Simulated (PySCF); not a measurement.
**How methods differ on the ionisation energy of Be**

Be [He] 2s2 (1S) → Be⁺ [He] 2s1 (2S), as a difference of total energies. Calculation: PySCF 2.14, in x2c-TZVPall; scalar relativity by spin-free X2C-1e. Correlated levels: valence: 1s2 frozen. The calculations carry no spin-orbit coupling.

| method | ionisation energy (eV) |
| --- | --- |
| UHF | 8.043 |
| PBE | 8.996 |
| BP86 | 9.108 |
| MP2 (valence) | 8.753 |
| SCS-MP2 (valence) | 8.895 |
| CCSD (valence) | 9.270 |

Errors of the correlated levels include the incompleteness of this basis and the frozen core.

With two correlated electrons CCSD is exact in that space.

Question: Which method comes closest to the reference value, and which is furthest?

Answer: The reference is 9.323 eV (measured; NIST Atomic Spectra Database, ionization energies). Closest: CCSD (valence) (error -0.053 eV); furthest: UHF (error -1.280 eV).
